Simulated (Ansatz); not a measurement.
# Cost against result

Saddle point of CH₈AlN, singlet (AlNH₄ ([NH2][AlH2]) + CH₄ → CH₅Al ([CH3][AlH2]) + NH₃ (still joined by a long Al–N bond); bonds formed: Al1–C6, N2–H5; bonds broken: H5–C6; bonds weakened to dative contacts: Al1–N2), PBE0-D4/def2-TZVP structure:

```csv
atom,x (Å),y (Å),z (Å)
Al1,-0.3448,-0.0945,-1.0397
N2,1.1293,0.9406,-0.4020
H3,0.0927,-1.4126,-1.8096
H4,-1.6065,0.7817,-1.4425
H5,0.4454,0.2565,0.5328
C6,-0.5598,-0.6072,1.0519
H7,1.0828,1.9481,-0.3392
H8,2.0857,0.6517,-0.5526
H9,0.0840,-1.3245,1.5661
H10,-1.3952,-1.2056,0.6515
H11,-1.0135,0.0659,1.7833
```

Barriers are electronic and count from the start structure reached by relaxing down the imaginary mode.

Computed with Ansatz 0.2.0 (basis: as named in each row); correlated methods freeze the cores. B3LYP uses VWN-RPA correlation. Extrapolation: Hartree–Fock as exp(−7.88 √X), correlation as X^−2.97.

Times are rough, for one single point on 2 threads of a shared host (Arm Neoverse V1).

The estimate by CCSD(T) at an estimated basis limit (MP2 extrapolated from triple and quadruple zeta, plus CCSD(T) − MP2 in triple zeta) is 135.7 kJ/mol.

```csv
method,basis,time (s),barrier (kJ/mol),method less estimate
HF,STO-3G,under 1,190.4,54.7
PBE-D4,STO-3G,under 1,68.6,-67.1
SPW92,def2-SVP,under 1,63.6,-72.0
B3LYP-D4,6-31G,under 1,142.1,6.4
PBE-D4,def2-SVP,1,96.1,-39.6
PBE0-D4,def2-SVP,1,107.1,-28.6
SPW92,def2-TZVPP,1,76.1,-59.6
CCSD(T),def2-SVP,2,141.0,5.4
PBE-D4,def2-TZVPP,2,106.9,-28.7
BLYP-D4,def2-TZVPP,2,129.6,-6.1
B3LYP-D4,def2-TZVPP,3,134.9,-0.8
BHLYP-D4,def2-TZVPP,3,148.0,12.3
PBE0-D4,def2-TZVPP,3,115.9,-19.8
CAM-B3LYP-D4,def2-TZVPP,3,135.8,0.2
r2SCAN-D4,def2-TZVPP,4,113.6,-22.0
wB97M-V,def2-SVP,6,120.3,-15.4
r2SCAN0-D4,def2-TZVPP,6,121.0,-14.7
B2PLYP,def2-TZVPP,6,138.9,3.3
PBE-QIDH,def2-TZVPP,6,125.7,-10.0
RPA on PBE,def2-TZVPP,6,138.6,2.9
wB97X-V,def2-TZVPP,10,133.2,-2.5
B97M-V,def2-TZVPP,11,134.3,-1.4
wB97M-V,def2-TZVPP,11,133.1,-2.6
MP2,def2-QZVPP,24,131.0,-4.7
CCSD(T),def2-TZVPP,67,137.4,1.7
```

All methods are single points on the PBE0-D4 structures.

The T1 diagnostic stays at or below 0.012.

Labels in which every atom is bracketed show which atoms are joined, not bond orders.
